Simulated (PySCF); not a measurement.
Computed with PySCF with ωB97X-D3(BJ)/def2-TZVP // PBE0-D3(BJ)/def2-TZVP. Isolated molecules, 0 K electronic values unless said otherwise. 

Reference species (SMILES): `[SiH3]` (neutral, multiplicity 2).

* **dipole moment**: 0.02 D

Changed species: `Br[B]Br` (radical fragment; the reference has radical fragment).

Q: Predict the effect on the dipole moment.

A: the dipole moment rises by 0.37 D, to 0.39 D.
